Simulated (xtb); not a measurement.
acetylene (C$_{2}$H$_{2}$), singlet, geometry from GFN2-xTB; GFN0-xTB (xtb).

The xtb input:
```
$ xtb mol.xyz --gfn 0 --chrg 0 --uhf 0 --json

# file mol.xyz
4

C     -0.00000000    -0.00000000    -0.59686216
C      0.00000000     0.00000000     0.59686216
H      0.00000000     0.00000000     1.64657465
H     -0.00000000    -0.00000000    -1.64657465
```

It wrote (shortened):

```
   ID    Z sym.   atoms
    1    6 C      1, 2
    2    1 H      3, 4

           -------------------------------------------------
          |                Calculation Setup                |
           -------------------------------------------------

           -------------------------------------------------
          |                 G F N 0 - x T B                 |
           -------------------------------------------------

          ...................................................
          :                      SETUP                      :
          :.................................................:
          :  # basis functions                  12          :
          :  # atomic orbitals                  12          :
          :  # shells                            8          :
          :  # electrons                        10          :
          :  electronic temp.          300.0000000     K    :
          :  accuracy                    1.0000000          :
          :  -> integral cutoff          0.2500000E+02      :
          :  -> integral neglect         0.1000000E-07      :
          ...................................................

         :::::::::::::::::::::::::::::::::::::::::::::::::::::
         ::                     SUMMARY                     ::
         :::::::::::::::::::::::::::::::::::::::::::::::::::::
         :: total energy              -5.279184403460 Eh    ::
         :: gradient norm              0.016306670937 Eh/a0 ::
         :: HOMO-LUMO gap              6.872232986701 eV    ::
         ::.................................................::
         :: H0 energy                 -5.430855209419 Eh    ::
         :: repulsion energy           0.163769629599 Eh    ::
         :: electrostat energy        -0.011752265421 Eh    ::
         :: -> Gsolv                   0.000000000000 Eh    ::
         ::    -> Gsasa                0.000000000000 Eh    ::
         ::    -> Gshift               0.000000000000 Eh    ::
         :: dispersion energy         -0.000346558220 Eh    ::
         :: short-range corr.          0.000000000000 Eh    ::
         :: add. restraining           0.000000000000 Eh    ::
         :: total charge              -0.000000000000 e     ::
         :::::::::::::::::::::::::::::::::::::::::::::::::::::

           -------------------------------------------------
          |                Property Printout                |
           -------------------------------------------------

    * Orbital Energies and Occupations

         #    Occupation            Energy/Eh            Energy/eV
      -------------------------------------------------------------
         1        2.0000           -0.6527922             -17.7634
         2        2.0000           -0.6011003             -16.3568
         3        2.0000           -0.5408957             -14.7185
         4        2.0000           -0.4603197             -12.5259
         5        2.0000           -0.4603197             -12.5259 (HOMO)
         6                         -0.2077698              -5.6537 (LUMO)
         7                         -0.2077698              -5.6537
         8                         -0.1305084              -3.5513
         9                         -0.1009006              -2.7456
        10                          0.0736597               2.0044
        11                          0.4098841              11.1535
        12                          1.4645690              39.8530
      -------------------------------------------------------------
                  HL-Gap            0.2525499 Eh            6.8722 eV
             Fermi-level            0.0000000 Eh            0.0000 eV

     #   Z          covCN         q      C6AA      α(0)
     1   6 C        1.909    -0.168    36.528     9.750
     2   6 C        1.909    -0.168    36.528     9.750
     3   1 H        0.928     0.168     1.275     1.766
     4   1 H        0.928     0.168     1.275     1.766

 Mol. C6AA /au·bohr⁶  :        205.786541
 Mol. C8AA /au·bohr⁸  :       5307.900922
 Mol. α(0) /au        :         23.031001

Wiberg/Mayer (AO) data.
largest (>0.10) Wiberg bond orders for each atom

 ---------------------------------------------------------------------------
     #   Z sym  total        # sym  WBO       # sym  WBO       # sym  WBO
 ---------------------------------------------------------------------------
     1   6 C    3.972 --     2 C    3.000     4 H    0.969
     2   6 C    3.972 --     1 C    3.000     3 H    0.969
     3   1 H    0.986 --     2 C    0.969
     4   1 H    0.986 --     1 C    0.969
 ---------------------------------------------------------------------------

Topologies differ in total number of bonds
Writing topology from bond orders to xtbtopo.mol

 dipole moment from electron density (au)
     X       Y       Z
  -0.0000  -0.0000   0.0000  total (Debye):    0.000

           -------------------------------------------------
          | TOTAL ENERGY               -5.279184403460 Eh   |
          | GRADIENT NORM               0.016306670937 Eh/α |
          | HOMO-LUMO GAP               6.872232986701 eV   |
           -------------------------------------------------

normal termination of xtb
```
